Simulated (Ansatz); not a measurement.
Two structures, one formula

Two relaxed structures of CH₅AlB, doublet (PBE0-D4/def2-TZVP; forces vanish, vibrations not checked).

A:

B1  (-0.846, 0.970, -0.758)
C2  (-0.377, 0.313, 0.497)
Al3  (1.039, -1.019, 0.479)
H4  (-1.978, 0.810, -1.137)
H5  (-0.111, 1.608, -1.463)
H6  (-0.921, 0.424, 1.437)
H7  (1.988, -1.126, -0.785)
H8  (1.206, -1.979, 1.729)
(Å)

B:

```
8
angstrom
B -0.4443 0.8441 0.8313
C -0.6429 0.5320 -0.5664
Al 0.8742 -0.8014 0.1346
H -1.6279 0.2721 -0.9586
H 0.0728 0.7951 -1.3488
H -1.0020 0.9697 1.8699
H 2.1792 -0.5146 -0.7125
H 0.6111 -2.1470 0.9290
```

Ansatz 0.2.0; basis: def2-TZVPP; cores frozen in the correlated methods; orbitals are unrestricted. B3LYP uses VWN-RPA correlation.

**Question.** Which structure is lower at CCSD(T), and by how much? (Judge from chemistry; the value comes from the calculation.)

**Answer.** By the calculation: B, by 1.37 kcal/mol (electronic energy, against the other). By their contacts, A is CH₅AlB ([BH2][CH][AlH2]) and B is CH₅AlB ([BH]1[CH2][AlH2]1).

**Question.** Do the other methods give the same order? (Judge from chemistry; the calculation decides.)

**Answer.** Computed: Not all: B3LYP-D4, wB97M-V, HF, CCSD give the other order.

```json
{"method": "PBE-D4", "E(B) − E(A) (kcal/mol)": "-4.78"}
{"method": "r2SCAN-D4", "E(B) − E(A) (kcal/mol)": "-3.02"}
{"method": "PBE0-D4", "E(B) − E(A) (kcal/mol)": "-3.35"}
{"method": "B3LYP-D4", "E(B) − E(A) (kcal/mol)": "1.13"}
{"method": "wB97M-V", "E(B) − E(A) (kcal/mol)": "0.30"}
{"method": "HF", "E(B) − E(A) (kcal/mol)": "10.55"}
{"method": "MP2", "E(B) − E(A) (kcal/mol)": "-3.77"}
{"method": "CCSD", "E(B) − E(A) (kcal/mol)": "0.55"}
{"method": "CCSD(T)", "E(B) − E(A) (kcal/mol)": "-1.37"}
```

T1 diagnostic: at most 0.018. ⟨S²⟩ of the unrestricted Hartree–Fock references: 0.76 (a pure state has 0.75).

Labels in which every atom is bracketed show which atoms are joined, not bond orders.

For scale, one of the runs: CCSD(T)/def2-TZVPP, 174 basis functions, launched by `ansatz run in.yaml --threads 2 --pin off --events-out ev --progress --plain --max-ram 4352MiB`. Hardware: 2 CPU threads of an Arm Neoverse V2, shared host. Wall time 55 s; peak host memory 3.5 GiB.
